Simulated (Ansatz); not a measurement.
Basis-set extrapolation for C$_{4}$H$_{10}$S$_{2}$, SMILES `CCSSCC` (PBE0-D4/def2-TZVP geometry, frozen core, Ansatz 0.2.0). Multiplicity 1, RHF reference.

```json
{"": "HF", "def2-TZVPP": "-952.445389", "def2-QZVPP": "-952.475533"}
{"": "MP2 correlation", "def2-TZVPP": "-1.060985", "def2-QZVPP": "-1.137938"}
{"": "CCSD(T) correlation", "def2-TZVPP": "-1.182876", "def2-QZVPP": "not run"}
```

Energies in hartree. Use E(X) = E(∞) + A·exp(−7.88·√X) for Hartree–Fock and E(X) = E(∞) + B·X^(−2.97) for correlation, with X = 3 and 4, and add CCSD(T) minus MP2 of the smaller set to the MP2 limit.

Task: What is the CCSD(T) energy at the basis-set limit?

Result: HF limit: -952.475533 + (-0.030144) × 0.13774 = -952.47969. MP2 limit: -1.137938 + (-0.076953) × 0.74074 = -1.19494. Higher-order term: -1.182876 − (-1.060985) = -0.12189. Total: -953.79652 hartree, 441.8 kJ/mol below CCSD(T)/def2-TZVPP.
